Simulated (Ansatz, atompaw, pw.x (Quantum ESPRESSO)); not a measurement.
# What a changed setting does to a pw.x run (fcc H)

Potential: PAW, atompaw 4.2.0.5, PBEsol; core none, reference 1s1; waves: 1s (bound): rc 1.35 bohr; 1s channel at 3.3 Ry: rc 1.35 bohr; 2p channel at 0.1 Ry: rc 1.35 bohr; 2p channel at 0.85 Ry: rc 1.35 bohr; local part: troulliermartins scheme with l = 2 at 0 Ry, radius 1.10 bohr; core correction: none; augmentation: besselshape compensation charge, radius 1.30 bohr; PAW radius 1.35 bohr; waves and projectors: custom polynom2 7 10 vanderbiltortho.

The reference run (k-mesh 18³, cutoffs 40/400 Ry, Fermi–Dirac 0.01 Ry, mixing_beta 0.4, conv_thr 1e-9, no spin) gives -0.15 GPa at 2.917 Å³/atom, where all-electron LAPW gives -0.10 GPa. This run, with its own iteration cap, changes k-mesh shift to 1.

```
&control
  calculation='scf', prefix='x', pseudo_dir='./', outdir='./tmp', tstress=.true., disk_io='none'
/
&system
  ibrav=0, nat=1, ntyp=1, ecutwfc=40, ecutrho=400, nbnd=7,
  occupations='smearing', smearing='fd', degauss=0.01
/
&electrons
  conv_thr=1e-09, mixing_beta=0.4, electron_maxstep=60
/
ATOMIC_SPECIES
H 1.0 H.UPF
CELL_PARAMETERS angstrom
  0.00000000 1.13405855 1.13405855
  1.13405855 0.00000000 1.13405855
  1.13405855 1.13405855 0.00000000
ATOMIC_POSITIONS crystal
H 0.0000 0.0000 0.0000
K_POINTS automatic
18 18 18 1 1 1
```

```bash
pw.x < H.scf.in > H.scf.out
```

Problem. How does the run end?

Solution. It converges in 3 iterations; the free energy moves by +0.5 meV/atom and the pressure by -0.11 GPa.

```
Message from routine setup:
     using ibrav=0 with symmetry is DISCOURAGED, use correct ibrav instead
     lattice parameter (alat)  =       3.0307  a.u.
     unit-cell volume          =      19.6849 (a.u.)^3
     number of electrons       =         1.00
     number of Kohn-Sham states=            7
     kinetic-energy cutoff     =      40.0000  Ry
     charge density cutoff     =     400.0000  Ry
     scf convergence threshold =      1.0E-09
     Exchange-correlation= SLA PW PSX PSC
     number of k points=   570  Fermi-Dirac smearing, width (Ry)=  0.0100
     iteration #  1     ecut=    40.00 Ry     beta= 0.40
     total energy              =      -1.07164903 Ry
     estimated scf accuracy    <       0.00000609 Ry
     iteration #  2     ecut=    40.00 Ry     beta= 0.40
     total energy              =      -1.07163050 Ry
     estimated scf accuracy    <       0.00000225 Ry
     iteration #  3     ecut=    40.00 Ry     beta= 0.40
     the Fermi energy is     3.9687 ev
!    total energy              =      -1.07163059 Ry
     estimated scf accuracy    <          5.4E-10 Ry
     smearing contrib. (-TS)   =      -0.00042127 Ry
     The total energy is F=E-TS. E is the sum of the following terms:
     one-electron contribution =       0.64506034 Ry
     hartree contribution      =       0.01572413 Ry
     xc contribution           =      -0.66260572 Ry
     ewald contribution        =      -1.06969985 Ry
     one-center paw contrib.   =       0.00031179 Ry
     convergence has been achieved in   3 iterations
          total   stress  (Ry/bohr**3)                   (kbar)     P=       -2.68
     Message from routine punch:
     Nothing written, as per user request (disk_io='none')
```

The run took about 4.2 s on one core of a shared host (Intel(R) Xeon(R) Platinum 8259CL CPU @ 2.50GHz, 96 threads, 755 GiB, load 31).
